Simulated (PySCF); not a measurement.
# Na₂ and its ions

RHF-MP2; basis Na x2c-SVPall; spin-free X2C with a Gaussian nucleus; PySCF 2.14. Neutral (RHF): singlet (closed shell), Re = 3.219 Å, ωe = 153 cm⁻¹, De = 0.45 eV.

Na₂⁺ (UHF): doublet (σ ↑), Re = 3.773 Å, ωe = 113 cm⁻¹, De = 0.95 eV to Na⁺ + Na. The energies at the minima are -324.01473 hartree for Na2 and -323.85346 for Na₂⁺.

Q: Work out the adiabatic ionisation energy, without and with harmonic zero-point energies (1 hartree = 27.2114 eV, 1 eV = 8065.5 cm⁻¹), and the change of the bond length.

A: At MP2: 0.16127 hartree = 4.388 eV between the minima; the zero-point term (113.0 − 153.0)/2 cm⁻¹ = -0.002 eV makes it 4.386 eV. Re changes by +55.4 pm against the neutral. The electron leaves a σ orbital, and the longer bond of the ion fits a bonding orbital, or a change in how ionic the bond is.

Correlated steps freeze 2 core orbitals. Weak bonds: Na2. Basis-set superposition, not corrected here, can be much of De in a small basis, most of all at correlated wavefunction levels. Where the molecule has an RHF reference, its open-shell atoms are computed with UHF. States were picked by a PBE0 search and need not be the measured ground states.

Neutral and ion stand on different kinds of reference determinant, which adds to the error of the difference.
